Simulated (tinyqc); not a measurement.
Inside a calculation. Method: CCSD on RHF in the sto-6g basis, frozen core, for H3O+, spin multiplicity 1. One step of it, computed by the program tinyqc.

Question. CCSD: starting amplitudes. t_ij^ab = <ij||ab> / (e_i + e_j - e_a - e_b), whose energy is MP2.

orbital energies (hartree): MO1 -21.048491, MO2 -1.682753, MO3 -1.013693, MO4 -1.013690, MO5 -0.848932, MO6 -0.005663, MO7 0.210498, MO8 0.210514

Two-electron integrals over orbitals (pq|rs), unique and non-zero (hartree); the lowest 1 orbital is frozen and left out:
```
(22|22) 0.721531    (32|32) 0.134416    (33|22) 0.644605    (33|33) 0.644136
(42|22) -3.20e-06   (42|33) -0.033867   (42|42) 0.134413    (43|32) -0.033866
(43|43) 0.041504    (44|22) 0.644600    (44|33) 0.561124    (44|42) 0.033870
(44|44) 0.644132    (52|22) -0.002719   (52|33) 0.001694    (52|42) 5.06e-08
(52|44) 0.001694    (52|52) 0.153027    (53|32) 0.000330    (53|43) 0.001783
(53|53) 0.031968    (54|22) 4.89e-07    (54|33) 0.001784    (54|42) 0.000330
(54|44) -0.001783   (54|52) 2.25e-06    (54|54) 0.031967    (55|22) 0.758872
(55|33) 0.646779    (55|42) 2.02e-06    (55|44) 0.646777    (55|52) 0.023592
(55|54) 1.17e-06    (55|55) 0.879207    (62|22) 0.136043    (62|33) 0.092398
(62|42) 0.000006    (62|44) 0.092397    (62|52) -0.007412   (62|54) 4.26e-07
(62|55) 0.166293    (62|62) 0.069440    (63|32) -0.014542   (63|43) 0.028806
(63|53) 0.002425    (63|63) 0.059020    (64|22) 0.000018    (64|33) 0.028819
(64|42) -0.014549   (64|44) -0.028794   (64|52) 7.49e-07    (64|54) 0.002426
(64|55) 0.000019    (64|62) 0.000010    (64|64) 0.059031    (65|22) -0.022253
(65|33) -0.012227   (65|42) 7.77e-07    (65|44) -0.012226   (65|52) 0.067672
(65|54) 2.97e-06    (65|55) -0.018505   (65|62) -0.014967   (65|64) -1.64e-06
(65|65) 0.036533    (66|22) 0.486677    (66|33) 0.477153    (66|42) 0.000015
(66|44) 0.477168    (66|52) -0.015225   (66|54) -1.01e-06   (66|55) 0.485744
(66|62) 0.032189    (66|64) -0.000007   (66|65) -0.010508   (66|66) 0.443353
(72|22) 0.000016    (72|33) -0.009133   (72|42) -0.056130   (72|44) 0.009151
(72|52) -1.35e-07   (72|54) -0.004269   (72|55) 0.000018    (72|62) 3.57e-06
(72|64) -0.035741   (72|65) -1.42e-06   (72|66) 3.25e-06    (72|72) 0.055900
(73|32) -0.036260   (73|43) 0.005810    (73|53) 0.001924    (73|63) 0.028690
(73|73) 0.033529    (74|22) -0.176738   (74|33) -0.133606   (74|42) 0.036255
(74|44) -0.121992   (74|52) -0.009148   (74|54) -0.001924   (74|55) -0.199459
(74|62) -0.085465   (74|64) -0.028698   (74|65) 0.009705    (74|66) -0.034429
(74|72) -0.000191   (74|74) 0.150098    (75|22) -6.65e-07   (75|33) 0.003351
(75|42) -0.009322   (75|44) -0.003352   (75|52) 0.000007    (75|54) -0.023210
(75|55) -2.31e-07   (75|62) -1.16e-06   (75|64) 0.004711    (75|65) 1.77e-06
(75|66) -2.15e-06   (75|72) 0.002874    (75|74) -0.003687   (75|75) 0.021155
(76|22) 5.39e-07    (76|33) 0.045983    (76|42) -0.098579   (76|44) -0.045990
(76|52) -1.04e-06   (76|54) 0.004664    (76|55) -2.40e-06   (76|62) -2.63e-06
(76|64) 0.058792    (76|65) -1.45e-06   (76|66) -0.000022   (76|72) 0.008309
(76|74) -0.051659   (76|75) 0.008426    (76|76) 0.128141    (77|22) 0.570247
(77|33) 0.506420    (77|42) 0.029980    (77|44) 0.582137    (77|52) 0.001449
(77|54) -0.003108   (77|55) 0.572513    (77|62) 0.068173    (77|64) -0.044833
(77|65) -0.007646   (77|66) 0.465984    (77|72) 0.018692    (77|74) -0.070545
(77|75) -0.004012   (77|76) -0.063032   (77|77) 0.566275    (82|32) 0.056127
(82|43) 0.009145    (82|53) 0.004269    (82|63) 0.035742    (82|73) -0.000176
(82|82) 0.055900    (83|22) 0.176733    (83|33) 0.121989    (83|42) 0.036262
(83|44) 0.133606    (83|52) 0.009148    (83|54) -0.001923   (83|55) 0.199457
(83|62) 0.085466    (83|64) -0.028681   (83|65) -0.009704   (83|66) 0.034445
(83|72) -0.000171   (83|74) -0.084719   (83|75) -0.003688   (83|76) -0.051669
(83|77) 0.105988    (83|83) 0.150103    (84|32) 0.036262    (84|43) -0.005809
(84|53) -0.001923   (84|63) -0.028686   (84|73) -0.031864   (84|82) 0.000180
(84|84) 0.033526    (85|32) 0.009322    (85|43) -0.003351   (85|53) 0.023210
(85|63) -0.004710   (85|73) -0.003688   (85|82) 0.002874    (85|84) 0.003688
(85|85) 0.021155    (86|32) 0.098575    (86|43) -0.045978   (86|53) -0.004663
(86|63) -0.058773   (86|73) -0.051667   (86|82) 0.008310    (86|84) 0.051664
(86|85) 0.008425    (86|86) 0.128118    (87|32) 0.030006    (87|43) -0.037870
(87|53) -0.003108   (87|63) -0.044852   (87|73) -0.017740   (87|82) -0.018683
(87|84) 0.017737    (87|85) 0.004013    (87|86) 0.063052    (87|87) 0.048972
(88|22) 0.570252    (88|33) 0.582148    (88|42) -0.029997   (88|44) 0.506413
(88|52) 0.001449    (88|54) 0.003109    (88|55) 0.572516    (88|62) 0.068175
(88|64) 0.044860    (88|65) -0.007647   (88|66) 0.465963    (88|72) -0.018675
(88|74) -0.105995   (88|75) 0.004013    (88|76) 0.063049    (88|77) 0.468382
(88|83) 0.070532    (88|88) 0.566298
```

Give: Starting amplitudes; correlation energy.

Answer.

Starting amplitudes (spin orbitals 1a, 1b, ...; amplitudes related by a flip of all spins are not repeated; the 24 largest):
```
from      to       t
3a 3b  8a 8b  -0.061
4a 4b  7a 7b  -0.061
3a 4b  7b 8a  -0.035
2a 4b  6a 7b   0.029
2a 3b  6a 8b  -0.029
4a 4b  6a 6b  -0.029
3a 3b  6a 6b  -0.029
5a 5b  6a 6b  -0.022
3a 4a  7a 8a  -0.022
2a 2b  6a 6b  -0.021
2a 4a  6a 7a   0.017
2a 3a  6a 8a  -0.017
2a 2b  7a 7b  -0.015
2a 2b  8a 8b  -0.015
3a 3b  7a 7b  -0.014
4a 4b  8a 8b  -0.014
3a 4b  7a 8b   0.013
4a 4b  6a 7b   0.013
3a 3b  6a 7b  -0.013
3a 4b  6a 8b   0.013
3a 4b  6b 8a  -0.013
2a 3b  6b 8a   0.012
2a 4b  6b 7a  -0.012
5a 5b  7a 7b  -0.010
```

correlation energy = -0.05476 hartree
